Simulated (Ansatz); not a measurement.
# SiNH (quintet): wave-function methods side by side, def2-TZVPP

An exercise on one series of results from a longer session: the logs are not shown, and one member is left open.

Method: def2-TZVPP, core rule «outside noble gas», up to 6 orbitals frozen; program: Ansatz 0.2.0, Gaussian basis.

The runs, in order: UHF; ROHF; CCSD(T) on UHF.

2 further runs of the same task are left out: 2 set aside as unsound or not needed.

**The system**

The geometry is a PBE0/def2-TZVP stationary point (not a proven minimum) of the parent state, kept for this charge and spin.

3 atoms, charge 0, spin multiplicity 5.

Atoms are counted from 1 here; the program's logs count them from 0.

Bond lengths: Si1–N2 1.701 Å, N2–H3 1.020 Å. Angles: Si1–N2–H3 125.4°.

Set-up of the first run:

in.yaml

```yaml
crystal:
  periodic: [false, false, false]
  atoms:
    - {symbol: Si, position_ang: [0.000000, 0.032951, 0.605869]}
    - {symbol: N, position_ang: [0.000000, -0.113788, -1.088955]}
    - {symbol: H, position_ang: [0.000000, 0.663088, -1.749585]}
basis:
  gaussian: {orbitals: def2-TZVPP}
magnetization: {spin_polarized: true, initial_magnetization: 4}
hamiltonian: {xc: hf}
output: {orbitals: {seedname: orbitals}}
```

The run is started by

```sh
$ ansatz run in.yaml --threads 1 --pin off --events-out ev --progress --plain --max-ram 4096MiB --backend cpu
```

Among the steps run: UHF; ROHF; CCSD(T) on UHF.

One table of the session follows, with a row left open; its other results are not shown here.

It belongs to the step «Misses and costs». 

```
  method  from UCCSD(T) (kcal/mol)
    ROHF                   +159.50
     UHF                         ?
    UMP2                    +21.46
   UCCSD                     +5.89
UCCSD(T)                         0
```

Estimate the missing values for UHF.

As computed: from UCCSD(T) (kcal/mol): +155.27. In the column «from UCCSD(T) (kcal/mol)» it lies between UMP2 (+21.46) and ROHF (+159.50).
